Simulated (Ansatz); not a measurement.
# AlH3OS (SMILES [OH][AlH][SH]): functionals against CCSD(T) at one geometry

A test off equilibrium: a structure displaced at random from a GFN2-xTB minimum is computed at several levels, and each is set against CCSD(T).

Method: single points in def2-TZVPP; program: Ansatz 0.2.0, Gaussian basis.

Correlated methods freeze the cores. B3LYP uses VWN-RPA correlation.

## Step 1: The system as given

SMILES `[OH][AlH][SH]`, 6 atoms, charge 0, spin multiplicity 1.

Atoms are counted from 1 here; the program's logs count them from 0.

Bond lengths: O1–Al2 1.645 Å, O1–H4 0.969 Å, Al2–S3 2.189 Å, Al2–H5 1.545 Å, S3–H6 1.273 Å. Angles: Al2–O1–H4 170.9°, O1–Al2–S3 122.8°, O1–Al2–H5 114.1°, S3–Al2–H5 122.8°, Al2–S3–H6 88.4°.

As a file:

```xyz
6
AlH3OS
O    -1.3163   -0.1660   -1.0059
Al    0.1390    0.0724   -0.2760
S     0.4190   -0.0785    1.8902
H    -2.1988   -0.4080   -1.3238
H     1.2522    0.5573   -1.2308
H     1.6669    0.0902    1.7052
```

## Step 2: CCSD(T)/def2-TZVPP

run/in.yaml reads:

```yaml
crystal:
  periodic: [false, false, false]
  atoms:
    - {symbol: O, position_ang: [-1.316300, -0.166000, -1.005900]}
    - {symbol: Al, position_ang: [0.139000, 0.072400, -0.276000]}
    - {symbol: S, position_ang: [0.419000, -0.078500, 1.890200]}
    - {symbol: H, position_ang: [-2.198800, -0.408000, -1.323800]}
    - {symbol: H, position_ang: [1.252200, 0.557300, -1.230800]}
    - {symbol: H, position_ang: [1.666900, 0.090200, 1.705200]}
basis:
  gaussian: {orbitals: def2-TZVPP}
correlation: {method: ccsd_t}
output: {forces: true}
```

No record of the launch command was kept for these runs.

## Step 3: PBE0-D4/def2-TZVPP

run/in.yaml: that of step 2 with these lines changed.

```diff
@@ -11,3 +11,3 @@
   gaussian: {orbitals: def2-TZVPP}
-correlation: {method: ccsd_t}
-output: {forces: true}
+hamiltonian: {xc: pbe0, dispersion: d4}
+output: {forces: true, orbitals: {seedname: orbitals}}
```

## Step 4: wB97M-V/def2-TZVPP

run/in.yaml: that of step 3 with these lines changed.

```diff
@@ -11,3 +11,3 @@
   gaussian: {orbitals: def2-TZVPP}
-hamiltonian: {xc: pbe0, dispersion: d4}
-output: {forces: true, orbitals: {seedname: orbitals}}
+hamiltonian: {xc: {name: wB97M-V}}
+output: {forces: true}
```

## Step 5: r2SCAN-D4/def2-TZVPP

run/in.yaml: that of step 4 with these lines changed.

```diff
@@ -11,3 +11,3 @@
   gaussian: {orbitals: def2-TZVPP}
-hamiltonian: {xc: {name: wB97M-V}}
+hamiltonian: {xc: r2scan, dispersion: d4}
 output: {forces: true}
```

## Step 6: PBE-D4/def2-TZVPP

run/in.yaml: that of step 5 with these lines changed.

```diff
@@ -11,3 +11,3 @@
   gaussian: {orbitals: def2-TZVPP}
-hamiltonian: {xc: r2scan, dispersion: d4}
+hamiltonian: {xc: pbe, dispersion: d4}
 output: {forces: true}
```

## Step 7: wB97X-V/def2-TZVPP

run/in.yaml: that of step 6 with these lines changed.

```diff
@@ -11,3 +11,3 @@
   gaussian: {orbitals: def2-TZVPP}
-hamiltonian: {xc: pbe, dispersion: d4}
+hamiltonian: {xc: {name: wB97X-V}}
 output: {forces: true}
```

## Step 8: B3LYP-D4/def2-TZVPP

run/in.yaml: that of step 7 with these lines changed.

```diff
@@ -11,3 +11,3 @@
   gaussian: {orbitals: def2-TZVPP}
-hamiltonian: {xc: {name: wB97X-V}}
+hamiltonian: {xc: {name: B3LYP}, dispersion: d4}
 output: {forces: true}
```

(Steps that only read results are left out.)

**Question.** What will these runs give? Wanted: energy less free atoms, CCSD(T)/def2-TZVPP; RMS force component; RMS force error; HOMO and LUMO, PBE0-D4; T1 diagnostic.

**Answer**, as computed:

| quantity | value |
| --- | --- |
| energy less free atoms, CCSD(T)/def2-TZVPP | -19.288 eV |
| RMS force component | 0.889 to 0.944 eV/Å over the methods |
| RMS force error | PBE0-D4 0.066, wB97M-V 0.049, r2SCAN-D4 0.063, PBE-D4 0.193, wB97X-V 0.057, B3LYP-D4 0.047 eV/Å |
| HOMO and LUMO, PBE0-D4 | -7.68 and -0.50 eV |
| T1 diagnostic | 0.012 |

In words: Against CCSD(T) the functionals' energies less atoms differ by -0.650 to -0.185 eV, PBE-D4 by -0.530 eV. A larger basis would deepen the CCSD(T) value, while the functionals are nearly converged already, so the order here is not reliable. For forces B3LYP-D4 does best and PBE-D4 worst. Frozen-core CCSD(T) forces in triple zeta carry basis errors of their own, and this is one geometry, so small gaps rank nothing.
